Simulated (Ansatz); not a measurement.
Results of PBE-D4 in Ansatz (plane waves, PAW) for rutile PbO2.

Settings: plane-wave cutoff 520 eV, 12×12×16 k mesh (along the axes of the cell as run), Fermi–Dirac smearing 0.05 eV, scalar-relativistic PAW data made under PBE.

The volume scan:

```
V (Å³/atom)  E − E_lowest (meV/atom)
-----------  -----------------------
13.885                          9.39
14.175                          2.25
14.464                          0.00
14.753                          2.03
15.042                          7.78
```

Task: Estimate the bulk modulus and its pressure derivative from these points.

Result: V0 = 14.465 Å³/atom, B0 = 118 GPa, B′ = 5.9 (fit to the energies at full precision).

Shape and atoms are relaxed at each volume.

Note: the bulk modulus comes from volumes at which shape and atoms were relaxed.

Spin–orbit coupling is not included; it can shift volumes and moduli of such heavy elements.

Ansatz is a program for electronic structure.
